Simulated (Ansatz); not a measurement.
**How far each method lies from full CI for HAlB, quartet**

Geometry: a point of a stretch scan, not a stationary point.

| atom | x (Å) | y (Å) | z (Å) |
| --- | --- | --- | --- |
| B | 0.0000 | 0.0000 | -3.0410 |
| Al | 0.0000 | 0.0000 | -1.1040 |
| H | 0.0000 | 0.0000 | 4.1450 |

Basis 6-31G; Ansatz 0.2.0. Correlated methods freeze the noble-gas cores, which leaves 7 electrons in 18 orbitals. Prefix R: restricted or restricted open-shell reference; prefix U: unrestricted. Active spaces: valence = (7e, 9o) chosen from the atoms' valence shells; pair = (5e, 5o) about the gap.

Full CI is exact within this basis and frozen core; it isn't the basis-set limit. The frozen core follows each run's orbitals, which can shift R against U totals by a few meV.

Unrestricted rows (U) aren't spin-pure: their determinants' ⟨S²⟩ exceeds S(S+1) by up to 0.68, so they mix in states of higher spin. HF rows: RHF is the lowest solution found, UHF is the lowest solution found. Coupled cluster chose its determinant by a search with trial CCSD, here up to 0.34 eV above the lowest Hartree–Fock solution of its kind, and MP2 stands on that determinant too.

The UHF ⟨S²⟩ is 4.425, the T1 diagnostic (RCCSD) is 0.0815 and the largest doubles amplitude (RCCSD) is 0.197. The T1 diagnostic (UCCSD) is 0.0832.

```
                   level  E − E(full CI) (meV)  share of correlation (%)  wall time
                    RHF†                  2750                         –          –
                     UHF                  2404                     22.13          –
                    RMP2                  1204                     60.99          –
                    UMP2                  1054                     65.85          –
                   RCCSD                   218                     92.95          –
                  UCCSD*                   241                     92.20          –
                RCCSD(T)                    62                     97.99      2.1 s
               UCCSD(T)*                   121                     96.09      2.4 s
                BCCD(T)*                    87                     97.18      2.4 s
                  RCCSDT                    22                     99.29          –
                  UCCSDT                    23                     99.26          –
               RCCSDT(Q)                     6                     99.80      4.5 s
               UCCSDT(Q)                     3                     99.91      5.5 s
                 RCCSDTQ                     1                     99.97       21 s
                 UCCSDTQ                     2                     99.94       22 s
     CASSCF (pair space)                  2196                     28.86          –
     NEVPT2 (pair space)                   780                     74.74      1.1 s
     MRCISD (pair space)                   252                     91.83          –
   MRCISD+Q (pair space)                    51                     98.35      1.7 s
  CASSCF (valence space)                   559                     81.88          –
  NEVPT2 (valence space)                   162                     94.75      2.6 s
  MRCISD (valence space)                    12                     99.61          –
MRCISD+Q (valence space)                     1                     99.95      3.9 s
```

An asterisk marks runs whose energy the program itself flagged as in doubt. A dagger marks rows that describe another state than the reference (another or a broken symmetry, a higher spin or other natural occupations), so the difference holds a gap between states beside the method's error.

The correlation energy at full CI, counted from the determinant under the R cluster runs, is -3.087 eV. That run took 16 s on 1 thread of Arm Neoverse V1, shared host over 331,072 determinants.

Run but not shown, since their state, orbitals or frozen core can't be matched to the reference's or they repeat it: CISD, CISDTQ.

Times hold each run's SCF and search for its determinant on a shared host, so for small cases they say little of a method's own cost; they ran on 1 thread of Arm Neoverse V1.

The full-CI state has the irrep A2 of C2v, in the program's axes (one component, if the state is degenerate).

Natural occupations of full CI about the gap: 1.947 1.751 1.000 0.964 0.964 0.203 0.062 0.062 0.023 0.006; effectively unpaired electrons, Σ n²(2−n)², 3.36.
